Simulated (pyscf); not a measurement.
methane (CH₄) + O=CH–O⁻ → H₃C–CH(O⁻)–OH, an addition across a multiple bond or ene-type step (singlet surface; C–H broken, C–C, H–O formed). PySCF, gas phase, ωB97X-D3(BJ)/def2-SVPD geometries. MP2 and CC: frozen core, UHF for open shells. ΔMP2 is the change of the MP2 total energy from the triple- to the quadruple-zeta basis. Energies in kcal/mol from the separated reactants.

Small-basis levels: PySCF, no dispersion term, spherical d functions. AM1 to PM7: differences of heats of formation from MOPAC, which are fitted to 298 K values and so differ in kind from electronic energies by zero-point and thermal terms. Cost: rough CPU time at the saddle relative to B3LYP/6-31G*, from one job on a shared machine.

```
level                               barrier  reaction energy        cost
----------------------------------  -------  ---------------  ----------
HF/STO-3G                              58.1            +13.6        0.04
BP86/6-31G*                            60.0            +31.5           1
B3LYP/3-21G                            58.5            +30.1         0.7
B3LYP/6-31G*                           63.5            +32.5           1
PBE/def2-SVP                           52.0            +25.7           2
AM1                                    59.1             +8.0  under 0.02
PM6                                    66.3             +8.9  under 0.02
CCSD(T)/def2-TZVPPD + ΔMP2(QZVPPD)     58.4            +22.6           –
```

Against the last row the barrier runs from -6.4 (PBE/def2-SVP) to +7.9 kcal/mol (PM6); B3LYP/3-21G happens to lie closest here (0.1 kcal/mol apart). CCSD(T)/def2-TZVPPD + ΔMP2(QZVPPD) has limits of its own. On the product side the descent ends in a point that may be a rotor saddle (no frequency run), 6.7 kcal/mol over the lowest minimum found and 29.8 kcal/mol under the saddle at ωB97X-D3(BJ)/def2-TZVPD. At ωB97X-D3(BJ)/def2-TZVPD the barrier from the zero used here is 61.1 kcal/mol. One saddle was located; it need not be the lowest between these sides. The CCSD(T) − MP2 part came from Ansatz, without density fitting, on the same reference.
